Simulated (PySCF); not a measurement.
**The electron affinity along the third row**

All values are computed (PySCF 2.14, energy differences of UHF-based or UKS calculations, no spin-orbit coupling). Values in eV. The last column holds reference values (measured affinities from photodetachment; the arrow runs from anion to atom). Unmarked ones compare directly (S terms, centres of terms, or small fine structure); those marked * lie between the lowest fine-structure levels and include a spin-orbit shift.

```tsv
element	configurations	UHF	CCSD(T) (valence)	PBE	PBE0	r2SCAN	MP2 (valence and next inner shell)	reference
Al (dyall-acv3z, spin-free X2C)	[Ne] 3s2 3p2 → [Ne] 3s2 3p1	0.008	0.420	0.588	0.531	0.606	0.342	0.433 *
Si (dyall-acv3z, spin-free X2C)	[Ne] 3s2 3p3 → [Ne] 3s2 3p2	0.840	1.378	1.492	1.451	1.520	1.370	1.390 *
P (dyall-acv3z, spin-free X2C)	[Ne] 3s2 3p4 → [Ne] 3s2 3p3	-0.334	0.611	0.881	0.778	0.773	0.454	0.747 *
S (dyall-acv3z, spin-free X2C)	[Ne] 3s2 3p5 → [Ne] 3s2 3p4	0.869	1.937	2.155	2.053	2.105	1.926	2.077 *
Cl (dyall-acv3z, spin-free X2C)	[Ar] → [Ne] 3s2 3p5	2.353	3.486	3.637	3.552	3.590	3.624	3.613 *
```

The highest occupied level of the anion is positive for Al⁻ at PBE, PBE0, r2SCAN; Si⁻ at PBE, PBE0, r2SCAN; P⁻ at PBE, PBE0, r2SCAN; S⁻ at PBE, PBE0, r2SCAN; Cl⁻ at PBE, r2SCAN, so there the basis helps to hold the electron.

"Valence" correlates the outer s and p shells and, in groups 3 to 12 and the f block, the outer d or f shell, open or full, or the next shell where the ion has no valence electron left; the wider scheme adds the next inner shell.
